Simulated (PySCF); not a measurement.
Ground-state electric properties of a mixed set of molecules.

All values: CAM-B3LYP/def2-SVPD (PySCF) at PBE0-D3(BJ)/def2-SVP geometries, gas phase, one conformer each. Core orbitals are frozen in the response; Δα² is half the sum of the squared differences of the principal polarisabilities.

(1) Rank by HOMO energy, highest first.
A. `[H]/N=C/c1ccc(N)cc1`
B. `C=CC(=O)OCC(F)(F)F`
C. `C1=CC2=NSN=C2C=C1`
D. `FC(F)(F)C(F)(F)C1CC1`
E. `CB(C)CCS`

(2) Rank by dipole moment, lowest first.
A. `[CH3:1][B:2]([CH3:3])[CH2:4][CH2:5][SH:6]` with C1–B2–C4–C5 -177°, B2–C4–C5–S6 -174°, C4–C5–S6–H -60°
B. `[CH2:1]=[CH:2][C:3](=[O:4])[O:5][CH2:6][C:7]([F:8])([F:9])[F:10]` with C1–C2–C3–O4 0°, C2–C3–O5–C6 177°, C3–O5–C6–C7 -110°
C. `[OH:1][C@@:2]12[CH2:3][C@@H:4]1[C@H:5]2[O:6][C:7]([F:8])([F:9])[F:10]` with H–O1–C2–C3 -176°, C4–C5–O6–C7 158°
D. `[F:1][C:2]([F:3])([F:4])[C:5]([F:6])([F:7])[CH:8]1[CH2:9][CH2:10]1` with C2–C5–C8–C9 85°
E. `[H]/[N:1]=[CH:2]/[c:3]1[cH:4][cH:5][c:6]([NH2:7])[cH:8][cH:9]1` with N1–C2–C3–C4 0°

(3) Rank by polarisability anisotropy Δα, highest first.
A. `[OH:1][C@@:2]12[CH2:3][C@@H:4]1[C@H:5]2[O:6][C:7]([F:8])([F:9])[F:10]` with H–O1–C2–C3 -176°, C4–C5–O6–C7 158°
B. BTD (`C1=CC2=NSN=C2C=C1`)
C. `[CH2:1]=[CH:2][C:3](=[O:4])[O:5][CH2:6][C:7]([F:8])([F:9])[F:10]` with C1–C2–C3–O4 0°, C2–C3–O5–C6 177°, C3–O5–C6–C7 -110°
D. `[CH3:1][B:2]([CH3:3])[CH2:4][CH2:5][SH:6]` with C1–B2–C4–C5 -177°, B2–C4–C5–S6 -174°, C4–C5–S6–H -60°
E. `[F:1][C:2]([F:3])([F:4])[C:5]([F:6])([F:7])[CH:8]1[CH2:9][CH2:10]1` with C2–C5–C8–C9 85°
F. `[H]/[N:1]=[CH:2]/[c:3]1[cH:4][cH:5][c:6]([NH2:7])[cH:8][cH:9]1` with N1–C2–C3–C4 0°

Results:

(1) A (-7.15 eV), E (-8.05 eV), C (-8.33 eV), B (-9.98 eV), D (-10.72 eV).

(2) C (1.46 D), A (1.94 D), B (2.56 D), D (2.72 D), E (3.23 D).

(3) F (13.23 Å³), B (11.77 Å³), C (5.64 Å³), D (4.36 Å³), A (2.65 Å³), E (1.57 Å³).

All values together:

```
                         SMILES   formula  μ (D)  HOMO (eV)  LUMO (eV)  α (Å³)  Δα (Å³)  electrons  α per electron (Å³)  ΔSCF removal energy (eV)
O[C@@]12C[C@@H]1[C@H]2OC(F)(F)F  C5H5F3O2   1.46      -8.36       1.17    9.76     2.65         78                0.125                      9.21
             C=CC(=O)OCC(F)(F)F  C5H5F3O2   2.56      -9.98      -0.71   10.51     5.64         78                0.135                     10.93
                       CB(C)CCS   C4H11BS   1.94      -8.05       0.62   12.72     4.36         56                0.227                      9.03
            [H]/N=C/c1ccc(N)cc1    C7H8N2   3.23      -7.15       0.07   15.56    13.23         64                0.243                         –
           FC(F)(F)C(F)(F)C1CC1    C5H5F5   2.72     -10.72       1.24    9.04     1.57         80                0.113                     11.58
                  c1ccc2nsnc2c1   C6H4N2S   1.94      -8.33      -1.52   14.86    11.77         70                0.212                      9.00
```

Conformers: `[OH:1][C@@:2]12[CH2:3][C@@H:4]1[C@H:5]2[O:6][C:7]([F:8])([F:9])[F:10]` with H–O1–C2–C3 -176°, C4–C5–O6–C7 158°; `[CH2:1]=[CH:2][C:3](=[O:4])[O:5][CH2:6][C:7]([F:8])([F:9])[F:10]` with C1–C2–C3–O4 0°, C2–C3–O5–C6 177°, C3–O5–C6–C7 -110°; `[CH3:1][B:2]([CH3:3])[CH2:4][CH2:5][SH:6]` with C1–B2–C4–C5 -177°, B2–C4–C5–S6 -174°, C4–C5–S6–H -60°; `[H]/[N:1]=[CH:2]/[c:3]1[cH:4][cH:5][c:6]([NH2:7])[cH:8][cH:9]1` with N1–C2–C3–C4 0°; `[F:1][C:2]([F:3])([F:4])[C:5]([F:6])([F:7])[CH:8]1[CH2:9][CH2:10]1` with C2–C5–C8–C9 85°.

A dash marks a removal energy that wasn't run or isn't settled.

Q: By how much does the ΔSCF value exceed −ε(HOMO) over the species that have both?

A: By 0.67 to 0.99 eV, 0.86 eV on average, over 5 species.
